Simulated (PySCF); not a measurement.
# CHFO (formyl fluoride): the cost of one run

Computed with PySCF 2.14.0, with density-fitted response routines of our own, on a single molecule in the gas phase. Atoms count from 0, in the outputs and in this text.

### Step 1. The starting structure

4 atoms, charge 0, multiplicity 1; geometry from: GFN2-xTB. The atoms were then displaced at random by about 0.01 Å, so the start is not that level's minimum.

Bonds of the start (Å): O0–C1 1.17, C1–F2 1.33, C1–H3 1.10.

### Step 2. Geometry optimisation at PBE0-D3(BJ)/def2-SVP

What the job is given:

```
{"job": {"xc": "PBE0", "basis": "def2-SVP", "d3": "d3bj", "grid": 1, "shake": 0.01, "kind": "geom"}, "charge": 0, "multiplicity": 1}
O     -0.864260    -0.879610     0.002820
C     -0.094470     0.000730    -0.007740
F      1.209620    -0.240990    -0.015830
H     -0.212900     1.094500    -0.012260
```

The run is started by

```
OMP_NUM_THREADS=1 python probes_run.py task.json out
```

The driver reads the jobs from task.json and runs them one after another.

**Question.** How long does this first job take on 1 thread of Arm Neoverse V2, shared host, and how much memory does it need?

About 3 s, with a peak of 0.25 GiB.
